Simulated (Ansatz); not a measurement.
Input file:

```yaml
crystal:
  periodic: [false, false, false]
  atoms:
    - {symbol: N, position_ang: [0.000000, 0.000000, 0.000000]}
    - {symbol: C, position_ang: [0.000000, 0.000000, 1.160084]}
basis:
  gaussian: {orbitals: cc-pVDZ}
total_charge: 1
magnetization: {spin_polarized: false, initial_magnetization: 2}
correlation: {method: fci, electrons: outside_noble_gas}
```

```sh
$ ansatz run in.yaml --threads 5 --pin off --events-out ev --progress --plain --max-ram 130560MiB --backend cuda --devices 0, --max-vram 75GiB
```

The program prints:

```
487 factors; integrals over basis functions are off by at most 1.7e-7 eV
mean field evaluation 1: about -2494.1347 eV, gradient 2.5e1 eV
mean field evaluation 2: about -2494.1371 eV, gradient 2.5e1 eV
mean field evaluation 4: about -2495.9903 eV, gradient 5.1e0 eV
mean field evaluation 8: about -2496.4637 eV, gradient 5.0e-1 eV
mean field evaluation 16: about -2494.4648 eV, gradient 7.4e0 eV
mean field evaluation 32: about -2495.3092 eV, gradient 1.3e-4 eV
mean field evaluation 64: about -2494.9970 eV, gradient 1.2e-2 eV
mean field -2496.46561392 eV, -91.7434191463 hartree, gradient 1.8e-6 eV, S^2 2.000000; 9 other end points of the search recorded, 0 dependent functions left out
mean field evaluation 96: about -2496.6750 eV, gradient 1.5e-4 eV
mean field evaluation 128: about -2495.1002 eV, gradient 9.2e-4 eV
determinant -2496.46561392 eV, -91.7434191463 hartree, with singles and doubles -2502.52617420 eV, -91.9661406286 hartree
determinant -2495.30921091 eV, -91.7009221196 hartree, with singles and doubles -2500.62773856 eV, -91.8963744057 hartree
determinant -2494.99692011 eV, -91.6894456444 hartree, with singles and doubles -2501.56967487 eV, -91.9309899266 hartree
2 core orbitals not correlated: weight in the atoms' cores, before any rotation towards them, 1.000 or more for the frozen orbitals, at most 0.000 for the correlated occupied ones
reference -2496.46561392 eV, -91.7434191463 hartree; 5, 3 occupied and 21, 23 virtual orbitals, 487 factors
state -2502.85813712 eV, -91.9783400410 hartree
Total energy: -2502.85813712 eV, -91.9783400410 hartree
```

Natural occupations: 1.9738 1.9199 1.9048 1.0128 0.9756 0.0880 0.0527 0.0189 0.0085 0.0060 0.0058 0.0050 0.0048 0.0048 0.0044 0.0032 0.0022 0.0018 0.0016 0.0016 0.0013 0.0011 0.0007 0.0004.

Ran on 5 threads of AMD EPYC 7R13 with a whole H100 80 GB, shared host: 6 s wall, 0.8 GiB peak host memory.
